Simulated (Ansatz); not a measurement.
Silicon tetrachloride, Cl$_{4}$Si. The species carries charge 0 and has multiplicity 1.

Cartesian coordinates in Å:
```
Cl -1.830 -0.519 0.685
Si 0.000 0.000 0.000
Cl -0.150 1.679 -1.115
Cl 1.234 0.338 1.565
Cl 0.745 -1.498 -1.134
```

Task: List the harmonic frequencies (cm⁻¹, unscaled) at PBE0-D4/def2-TZVP in Ansatz. (An estimate is asked.)

Result: Computed: 144, 144, 218, 218, 218, 422, 623, 623, 623.

Task: Is this a minimum?

Result: Yes, all 9 modes are real.

Task: Give the ideal-gas thermochemistry at 298.15 K and 1 bar (rigid rotor, harmonic oscillator; point group Td, symmetry number 12).

Result: Zero-point energy 19.3 kJ/mol; H(298) − E = 38.8 kJ/mol; entropy 331.8 J/(mol·K), of which translation 172.9, rotation 102.2, vibration 56.7; G(298) − E = -60.1 kJ/mol.

Task: And at 400, 500, 600, 800 and 1000 K?

Result: 
```tsv
T (K)	H − E (kJ/mol)	S (J/mol/K)	G − E (kJ/mol)
400	48.4	359.3	-95.4
500	58.2	381.3	-132.4
600	68.4	399.9	-171.5
800	89.2	429.7	-254.6
1000	110.3	453.2	-343.0
```

Task: Rotational constants (cm⁻¹)?

Result: 0.04364, 0.04364, 0.04363.
